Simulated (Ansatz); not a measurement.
# ClHSSi (SMILES S=[SiH]Cl): functionals against CCSD(T) at one geometry

The atoms stand at a structure displaced at random from a GFN2-xTB minimum. How far do the functionals agree with CCSD(T) there?

Method: single points in def2-TZVPP; program: Ansatz 0.2.0, Gaussian basis.

Cores are frozen in the correlated methods.

### 1 Where the work starts

4 atoms, charge 0, spin multiplicity 1.

Atoms are counted from 1 here; the program's logs count them from 0.

Bond lengths: S1–Si2 2.002 Å, Si2–Cl3 2.060 Å, Si2–H4 1.546 Å. Angles: S1–Si2–Cl3 126.8°, S1–Si2–H4 129.8°, Cl3–Si2–H4 102.8°.

As a file:

```mol
ClHSSi
  3D, bonds by distance, orders not assigned

  4  3  0  0  0  0  0  0  0  0999 V2000
   -1.8746   -0.6676    0.1801 S   0  0
   -0.0429    0.1213    0.0094 Si  0  0
    1.7436   -0.7968    0.4658 Cl  0  0
    0.4111    1.4302   -0.6769 H   0  0
  1  2  8  0
  2  3  8  0
  2  4  8  0
M  END
```

### 2 CCSD(T)/def2-TZVPP

The input, run/in.yaml:

```yaml
crystal:
  periodic: [false, false, false]
  atoms:
    - {symbol: S, position_ang: [-1.874600, -0.667600, 0.180100]}
    - {symbol: Si, position_ang: [-0.042900, 0.121300, 0.009400]}
    - {symbol: Cl, position_ang: [1.743600, -0.796800, 0.465800]}
    - {symbol: H, position_ang: [0.411100, 1.430200, -0.676900]}
basis:
  gaussian: {orbitals: def2-TZVPP}
correlation: {method: ccsd_t}
output: {forces: true}
```

The command line of these runs was not kept.

### 3 PBE0-D4/def2-TZVPP

Edit run/in.yaml of step 2 so:

```diff
@@ -9,3 +9,3 @@
   gaussian: {orbitals: def2-TZVPP}
-correlation: {method: ccsd_t}
-output: {forces: true}
+hamiltonian: {xc: pbe0, dispersion: d4}
+output: {forces: true, orbitals: {seedname: orbitals}}
```

### 4 wB97M-V/def2-TZVPP

Edit run/in.yaml of step 3 so:

```diff
@@ -9,3 +9,3 @@
   gaussian: {orbitals: def2-TZVPP}
-hamiltonian: {xc: pbe0, dispersion: d4}
-output: {forces: true, orbitals: {seedname: orbitals}}
+hamiltonian: {xc: {name: wB97M-V}}
+output: {forces: true}
```

### 5 r2SCAN-D4/def2-TZVPP

Edit run/in.yaml of step 4 so:

```diff
@@ -9,3 +9,3 @@
   gaussian: {orbitals: def2-TZVPP}
-hamiltonian: {xc: {name: wB97M-V}}
+hamiltonian: {xc: r2scan, dispersion: d4}
 output: {forces: true}
```

### 6 PBE-D4/def2-TZVPP

Edit run/in.yaml of step 5 so:

```diff
@@ -9,3 +9,3 @@
   gaussian: {orbitals: def2-TZVPP}
-hamiltonian: {xc: r2scan, dispersion: d4}
+hamiltonian: {xc: pbe, dispersion: d4}
 output: {forces: true}
```

### 7 revPBE-D4/def2-TZVPP

Edit run/in.yaml of step 6 so:

```diff
@@ -9,3 +9,3 @@
   gaussian: {orbitals: def2-TZVPP}
-hamiltonian: {xc: pbe, dispersion: d4}
+hamiltonian: {xc: {name: revPBE}, dispersion: d4}
 output: {forces: true}
```

### 8 B97M-V/def2-TZVPP

Edit run/in.yaml of step 7 so:

```diff
@@ -9,3 +9,3 @@
   gaussian: {orbitals: def2-TZVPP}
-hamiltonian: {xc: {name: revPBE}, dispersion: d4}
+hamiltonian: {xc: {name: B97M-V}}
 output: {forces: true}
```

(Steps that only read results are left out.)

**Question.** What will these runs give? Wanted: energy less free atoms, CCSD(T)/def2-TZVPP; RMS force component; RMS force error; HOMO and LUMO, PBE0-D4; T1 diagnostic.

The runs gave:

| quantity | value |
| --- | --- |
| energy less free atoms, CCSD(T)/def2-TZVPP | -269.1 kcal/mol |
| RMS force component | 0.539 to 0.821 eV/Å over the methods |
| RMS force error | PBE0-D4 0.134, wB97M-V 0.169, r2SCAN-D4 0.084, PBE-D4 0.148, revPBE-D4 0.178, B97M-V 0.177 eV/Å |
| HOMO and LUMO, PBE0-D4 | -7.53 and -2.70 eV |
| T1 diagnostic | 0.017 |

What this shows: Against CCSD(T) the functionals' energies less atoms differ by -20.1 to -11.0 kcal/mol, PBE-D4 by -18.9 kcal/mol. The reference is not at the basis limit: in triple zeta CCSD(T) underbinds, which counts against methods that bind more; the gaps are no ranking. For forces r2SCAN-D4 does best and revPBE-D4 worst. Frozen-core CCSD(T) forces in triple zeta carry basis errors of their own, and this is one geometry, so small gaps rank nothing.
